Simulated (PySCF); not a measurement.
Two structures of CH7AlO, singlet, reached by relaxing down either side of one saddle point (PBE0-D4/def2-TZVP). Energies are electronic, without zero-point energy. Program: PySCF 2.14 with density fitting (its default auxiliary sets; JK sets also for MP2 and CCSD(T)). Basis: def2-TZVPP and def2-QZVPP. Cores are frozen in the correlated methods. Extrapolation: Hartree–Fock as exp(−7.88 √X), correlation as X^−2.97. First:

```xyz
10
angstrom
Al -0.9570 -0.1675 -1.2661
H -0.5742 0.7509 -2.5195
H -0.4142 -1.6776 -1.2717
H -2.3083 0.1035 -0.4592
H 1.1726 0.8866 -0.4400
O 0.3496 0.6426 -0.0043
C 0.6043 -0.0016 1.2511
H -0.3696 -0.1845 1.7005
H 1.1854 0.6619 1.8918
H 1.1206 -0.9505 1.0983
```

Second:

Al1  (-1.009, 0.063, -0.775)
H2  (0.837, 0.942, -2.027)
H3  (-0.614, -1.201, -1.649)
H4  (-2.071, 1.149, -1.199)
H5  (0.562, 1.593, -1.767)
O6  (-0.382, 0.202, 0.789)
C7  (0.546, -0.542, 1.518)
H8  (0.106, -0.869, 2.467)
H9  (1.425, 0.069, 1.752)
H10  (0.890, -1.436, 0.980)
(Å)

(1) Which bonds change from the first to the second?

(2) Give the saddle point's structure and its height above each. (An estimate is asked for; the value comes from the calculation.)

The T1 diagnostic stays at or below 0.013.

Results:

(1) CH₄O ([CH3][OH]) + AlH₃ → CH₅AlO ([CH3][O][AlH2]) + H₂; bonds formed: H2–H5; dative contacts that become bonds: Al1–O6; bonds broken: Al1–H2, H5–O6.

(2) Computed: 17.95 kcal/mol above the first and 24.26 kcal/mol above the second (CCSD(T) at an estimated basis limit (MP2 extrapolated from triple and quadruple zeta, plus CCSD(T) − MP2 in triple zeta)).
```
10
angstrom
Al -1.0437 -0.0731 -1.0494
H 0.3275 0.7971 -1.7864
H -0.8439 -1.6359 -1.2235
H -2.3975 0.6945 -1.3173
H 0.4527 0.8613 -0.7514
O -0.0460 0.6027 0.3584
C 0.7352 -0.1610 1.2575
H 0.0790 -0.7161 1.9325
H 1.3625 0.5079 1.8497
H 1.3742 -0.8772 0.7299
```

The step is the kind of ligand exchange by which a precursor binds to a hydroxyl group, or is hydrolysed, in atomic layer deposition of oxides.

Labels in which every atom is bracketed show which atoms are joined, not bond orders.

For scale, one of the runs: CCSD(T)/def2-TZVPP, 202 basis functions, launched by `OMP_NUM_THREADS=4 python run.py`. Time: 5.7 min of wall clock on 4 CPU threads of an Arm Neoverse V1; the host was shared. Peak host memory: 2.3 GiB.
